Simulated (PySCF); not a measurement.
A made-up structure of CH4BNa, singlet:

```xyz
7
angstrom
C -0.7391 0.2082 -0.2180
B 0.6019 -0.3867 0.3253
Na 2.7954 0.7817 0.6874
H -0.8451 1.2941 -0.2269
H -0.7327 -0.1173 -1.2751
H 4.4171 1.4413 1.5906
H 0.5520 -1.5841 0.5152
```

It is relaxed with PBE-D4/def2-SVP and then PBE0-D4/def2-TZVP (PySCF 2.14 with density fitting (its default auxiliary sets; JK sets also for MP2 and CCSD(T))). Atoms count as bonded within 1.22 times the sum of their covalent radii (H–H: 0.88 Å). The end point is not checked to be a true minimum.

**Question.** Does its bonding change? (A judgement: the text doesn't fix the answer.)

**Answer.** By the calculation: Yes. Formed: C1–Na3, B2–H6; broken: Na3–H6.

Where it ends: The first stage lowers the energy by 4.39 eV in 41 steps. It ends as CH₄BNa ([BH2]1[CH2][Na]1):
```
7
angstrom
C 0.1598 0.4431 -0.0806
B 1.0896 -0.1792 0.8641
Na 2.3447 0.8856 -1.0343
H -0.2164 1.4621 0.0375
H -0.3810 -0.1191 -0.8440
H 1.6371 0.4773 1.7294
H 1.4414 -1.3343 0.7419
```

Labels in which every atom is bracketed show which atoms are joined, not bond orders.

For scale, one of the runs: PBE0-D4/def2-TZVP relaxation, 118 basis functions, launched by `OMP_NUM_THREADS=2 python run.py`. Time: 33 s of wall clock on 2 CPU threads of an Arm Neoverse V1; the host was shared. Peak host memory: 1.1 GiB.
